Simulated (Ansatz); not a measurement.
**Ta, sextet: from triple and quadruple zeta to the limit**

A free Ta atom.

Ansatz 0.2.0, UHF determinant, valence electrons correlated, core potentials past Kr. Energies in eV.

```tsv
set	X	functions	Hartree–Fock	MP2 correlation	CCSD(T) correlation	time
def2-TZVPP	3	56	-1531.5273	-1.3438	-1.6403	27 s on 1 × NVIDIA H100 80GB HBM3 with 1 thread of AMD EPYC 7R13 Processor (Zen 3), on a shared host
def2-QZVPP	4	81	-1531.5551	-1.4146	-1.7235	22 s on 1 × NVIDIA H100 80GB HBM3 with 1 thread of AMD EPYC 7R13 Processor (Zen 3) (shared host)
```

Hartree–Fock is taken to follow E(X) = E∞ + A·exp(−7.88·√X), correlation E(X) = E∞ + B·X^−2.97.

Cautions: no spin-orbit coupling; outer-core shells of the metal frozen; another spin lies lower.

**Question.** Work out the CCSD(T) energy at the limit, and how far the shortcut misses it that extrapolates MP2 and adds CCSD(T) minus MP2 from the smaller set.

**Answer.** Hartree–Fock: E∞ = E4 + 0.1377·(E4 − E3) = -1531.5590. Correlation: E∞ = E4 + 0.7407·(E4 − E3) = -1.7852 for CCSD(T) and -1.4669 for MP2. The limit is -1533.3441 eV, 0.065 eV below def2-QZVPP. The shortcut gives a correlation energy of -1.4669 + (-0.2964) = -1.7633, 22 meV higher than the direct value.

The exponents were fitted on light atoms, and def2 sets of heavy atoms don't grow evenly, so the limit is rough here.
